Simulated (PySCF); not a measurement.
# allene: calculation against experiment

**The experiment to reproduce.**

NIST CCCBDB Release 22 (SRD 101), experimental polarizabilities lists, for the gas: mean polarisability 5.69 Å³.

The results are set against them at the end.

Allene, C3H4.
SMILES with atom numbers: `[CH2:1]=[C:2]=[CH2:3]` (hydrogens: H4, H5 on C1; H6, H7 on C3)

Cartesian coordinates in Å at the GFN2-xTB level; atoms count from 1:
```
atom  x, y, z in Å
C1    -1.2931   -0.0023    0.0033
C2     0.0004    0.0001   -0.0035
C3     1.2940    0.0035   -0.0110
H4    -1.8578    0.6219    0.6771
H5    -1.8628   -0.6287   -0.6644
H6     1.8556    0.6777   -0.6375
H7     1.8671   -0.6673    0.6089
```

The PySCF runs (gas phase, on this GFN2-xTB geometry; no spin–orbit coupling):

```csv
level,job,basis functions,wall time
wB97X-D/def2-SVPD,"8 singlets by full TDDFT, 3 Tamm–Dancoff triplets, polarisability",92,5.4 s
```

Hardware: one thread, Arm Neoverse N1 (shared host).

**Comparison with experiment**

**Mean polarisability.** Measured: 5.69 Å³ (NIST CCCBDB Release 22 (SRD 101), experimental polarizabilities).

```json
{"level": "wB97X-D/def2-SVPD", "computed (Å³)": "5.81", "computed − measured (Å³)": "+0.12", "% (from the printed values)": "+2"}
```

The computed values are static and purely electronic, with core orbitals frozen in the response (1 au = 0.148185 Å³). The table of measured values doesn't say here whether a value is static or optical, or holds a vibrational part.

No measured geometry was used, and the causes of the misses weren't examined.
